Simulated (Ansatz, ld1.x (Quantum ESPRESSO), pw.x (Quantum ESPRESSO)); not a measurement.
## Equation-of-state test of one TM potential (beryllium (Be))

beryllium, norm-conserving Troullier–Martins (Kleinman–Bylander form), made with ld1.x (Quantum ESPRESSO) 7.5 (LDA (PW92), scalar-relativistic). Core [He], reference 2s2 2p0. Waves: 2s (bound): rc 2.00 bohr; 2p (bound, empty): rc 3.15 bohr; 3d channel at 0.45 Ry: rc 3.15 bohr. Local part: all-electron potential smoothed inside 1.50 bohr (lloc = -1). Core correction: none.

Atomic tests: cutoffs needed: 10 Ry and 25 Ry (the cutoffs (Ry, on a coarse ladder) from which the occupation-weighted sum of valence levels, in a spherical-Bessel basis at the reference potential, stays within 10 and 1 mRy of its value at 400 Ry); ghost test: no extra level below or beside the all-electron valence levels (s, p, d, f tested) (spherical-Bessel basis up to 400 Ry, 20 bohr box); largest excitation error: -38 meV (all-electron minus pseudo) for 2s0 2p1, out of 5 test configurations.

Crystal test: diamond Be in pw.x 7.5, no spin, 10³ k-points, Fermi–Dirac smearing 0.01 Ry, cutoffs 35/140 Ry. The reference is all-electron LAPW (Ansatz 0.2.0) with the same functional, mesh and smearing; V0 and B0 come from Birch–Murnaghan fits to the pressures at five volumes. Errors are pseudo minus all-electron; Δ is the rms difference of the E(V) curves that follow from these fits, minima aligned, over ±6 % about the mean V0. Mesh and smearing are coarse, so the numbers serve the comparison and aren't converged zero-temperature values; the lattice is a test structure that the element need not adopt.

```tsv
V (Å³/atom)	P all-electron (GPa)	P pseudo (GPa)
13.387	2.58	-0.35
13.740	1.18	-1.48
14.092	-0.06	-2.50
14.444	-1.18	-3.40
14.797	-2.19	-4.21
```

All-electron: a0 = 4.829 Å (V0 = 14.07 Å³/atom), B0 = 47.4 GPa.

Pseudopotential: mean pressure error (GPa): -2.46. The pressure does not cross zero within the volumes sampled, so no fit is given. The largest radius (3.15 bohr) exceeds half the bond length (1.98 bohr), so the spheres overlap, which is one possible source of error among others. This is a poor potential for the solid.

Task: At the middle volume, how do free energy and pressure move when the wave cutoff is lowered (ecutrho kept at four times it)?

Result:

```tsv
cutoff (Ry)	shift of F (meV/atom)	shift of P (GPa)
16	+10.9	+0.02
21	+9.1	-0.02
28	+3.0	-0.10
```

The run at the middle volume (47 k-points, 6 iterations) took about 5.2 s on one core of a shared host (Neoverse-N1, 64 threads, 498 GiB, load 17).
